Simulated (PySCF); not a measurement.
From results back to the method.

C₄H₄O.
InChI=1S/C4H4O/c1-2-3-4-5/h1,4H,3H2

The closed-shell ground state was solved 7 times with PySCF (density fitting, gas phase), always in the pcSseg-2 basis (236 functions), with these functionals: B97-2, BHandHLYP, BP86, HF, LC-wPBE, mPW1PW91 and wB97X-D. One conformer (not necessarily the lowest) at the PBE0-D3(BJ)/def2-SVP geometry, without solvent, vibrations or thermal averaging.

```json
{"row": "P", "total energy (Eh)": "-229.9193", "HOMO (eV)": "-9.02", "LUMO (eV)": "0.14", "dipole (D)": "2.48"}
{"row": "Q", "total energy (Eh)": "-229.9938", "HOMO (eV)": "-7.71", "LUMO (eV)": "-1.14", "dipole (D)": "2.27"}
{"row": "R", "total energy (Eh)": "-230.0595", "HOMO (eV)": "-6.31", "LUMO (eV)": "-2.42", "dipole (D)": "2.09"}
{"row": "S", "total energy (Eh)": "-229.9743", "HOMO (eV)": "-9.55", "LUMO (eV)": "0.78", "dipole (D)": "2.31"}
{"row": "T", "total energy (Eh)": "-229.9710", "HOMO (eV)": "-7.40", "LUMO (eV)": "-1.21", "dipole (D)": "2.25"}
{"row": "U", "total energy (Eh)": "-229.8962", "HOMO (eV)": "-10.40", "LUMO (eV)": "1.38", "dipole (D)": "2.36"}
{"row": "V", "total energy (Eh)": "-228.6631", "HOMO (eV)": "-10.88", "LUMO (eV)": "2.62", "dipole (D)": "2.72"}
```

**Question.** Which functional belongs to which row?

**Answer.** P = BHandHLYP, Q = mPW1PW91, R = BP86, S = wB97X-D, T = B97-2, U = LC-wPBE, V = HF. By rising HOMO–LUMO gap: BP86 (GGA) 3.89 eV; B97-2 (global hybrid, 21 % exact exchange) 6.19 eV; mPW1PW91 (global hybrid, 25 % exact exchange) 6.57 eV; BHandHLYP (global hybrid, 50 % exact exchange) 9.16 eV; wB97X-D (range-separated hybrid) 10.33 eV; LC-wPBE (range-separated hybrid) 11.78 eV; HF (all exact exchange) 13.50 eV. Total energies of different functionals aren't bounds to one another; each is stationary for its own functional.

Conformer computed: `[CH:1]#[C:2][CH2:3][CH:4]=[O:5]`: C2–C3–C4–O5 145°.

The pairwise dispersion term of wB97X-D wasn't added to the energies; at a given geometry it leaves orbitals and properties as they are.
